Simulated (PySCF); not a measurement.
# How methods differ on the ionisation energy of Ar

Ar [Ar] (1S) → Ar⁺ [Ne] 3s2 3p5 (2P), as a difference of total energies. Calculation: PySCF 2.14, in 6-31G*; no relativity, point nucleus. Correlated levels: valence: [Ne] frozen. The calculations carry no spin-orbit coupling.

```tsv
method	ionisation energy (eV)
UHF	14.659
LDA	15.968
B3LYP	15.789
MP2 (valence)	15.342
SCS-MP2 (valence)	15.261
CCSD (valence)	15.215
CCSD(T) (valence)	15.223
```

Errors of the correlated levels include the incompleteness of this basis and the frozen core.

Q: Which method comes closest to the reference value, and which is furthest?

A: The reference is 15.819 eV (measured; NIST levels, between the centres of gravity of the two terms). Closest: B3LYP (error -0.030 eV); furthest: UHF (error -1.160 eV).
